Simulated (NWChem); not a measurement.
SiCl4; SMILES [Si](Cl)(Cl)(Cl)Cl

All runs: NWChem. Structure relaxed at the PBE0/def2-SVP level. Level: PBE0/def2-SVP with SMD (1 M gas to 1 M solution), gas-phase geometry. Reactions with the solvent are ignored.

What does the run give for solvent water? Quantities: solvation free energy (kcal/mol); cavity-dispersion-structure term (kcal/mol).


```
Item                                         Value
-------------------------------------------  -----
solvation free energy (kcal/mol)               1.2
cavity-dispersion-structure term (kcal/mol)    1.5
```
